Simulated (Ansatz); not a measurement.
```yaml
crystal:
  periodic: [false, false, false]
  atoms:
    - {symbol: B, position_ang: [-1.254555, 0.035267, -0.334610]}
    - {symbol: P, position_ang: [0.432346, -0.031897, 0.155340]}
    - {symbol: H, position_ang: [-2.149631, 0.763856, -0.321569]}
    - {symbol: H, position_ang: [1.253619, 0.940153, -0.403643]}
    - {symbol: H, position_ang: [1.066273, -1.102103, -0.459390]}
basis:
  gaussian: {orbitals: def2-TZVP}
magnetization: {spin_polarized: true, initial_magnetization: 1}
hamiltonian: {xc: pbe0}
relax: {f_tol: 0.004, max_steps: 80}
```

```sh
$ ansatz run in.yaml --threads 1 --pin off --events-out ev --progress --plain --max-ram 2176MiB
```

Steps of the relaxation (energy above the last step; positions in Å, forces in eV/Å):

```
5
step 1, 84.8 meV
B    -1.255    0.035   -0.335   -0.356   -0.405   -0.145
P     0.432   -0.032    0.155    0.785   -0.212    0.447
H    -2.150    0.764   -0.322   -0.627    0.506   -0.101
H     1.254    0.940   -0.404    0.155    0.724   -0.096
H     1.066   -1.102   -0.459    0.043   -0.613   -0.105
```

```
5
step 2, 16.8 meV
B    -1.262    0.018   -0.290   -0.224   -0.111   -0.177
P     0.467   -0.048    0.129    0.278    0.013    0.287
H    -2.150    0.790   -0.353   -0.103    0.108    0.034
H     1.232    1.020   -0.388    0.027   -0.003   -0.082
H     1.062   -1.175   -0.462    0.022   -0.006   -0.063
```

```
5
step 3, 9.3 meV
B    -1.262    0.019   -0.310   -0.190   -0.034   -0.062
P     0.469   -0.048    0.145    0.199    0.017    0.159
H    -2.159    0.791   -0.342    0.022    0.024   -0.015
H     1.235    1.012   -0.395   -0.023   -0.003   -0.031
H     1.065   -1.168   -0.461   -0.008   -0.004   -0.051
```

```
5
step 5, 0.6 meV
B    -1.265   -0.015   -0.299    0.048    0.050   -0.005
P     0.485   -0.062    0.205    0.009   -0.033   -0.056
H    -2.107    0.822   -0.367    0.024   -0.039    0.009
H     1.176    1.010   -0.414   -0.039   -0.002    0.014
H     1.059   -1.149   -0.489   -0.041    0.024    0.038
```

```
5
step 6, 0.0 meV
B    -1.259   -0.011   -0.303   -0.010    0.012    0.003
P     0.485   -0.063    0.202    0.013   -0.007   -0.009
H    -2.107    0.819   -0.363    0.009   -0.012   -0.003
H     1.172    1.012   -0.414   -0.004   -0.007    0.004
H     1.057   -1.153   -0.486   -0.009    0.013    0.005
```

```
5
step 7, 0.0 meV
B    -1.259   -0.010   -0.302    0.000    0.002    0.001
P     0.486   -0.062    0.203    0.003   -0.003    0.001
H    -2.107    0.818   -0.364   -0.001   -0.001   -0.002
H     1.173    1.012   -0.414    0.000    0.000    0.000
H     1.055   -1.152   -0.487   -0.002    0.002    0.000
```

Close pairs at the end: B1–H3 1.187 Å, P2–H5 1.410 Å, P2–H4 1.416 Å, B1–P2 1.817 Å.

A stationary point of unrestricted PBE0 after 7 steps, with ⟨S²⟩ = 0.756 against 0.75 for a pure state; no frequencies were run, so it isn't proven a minimum. 19 s on 1 thread of Arm Neoverse V1, shared host.
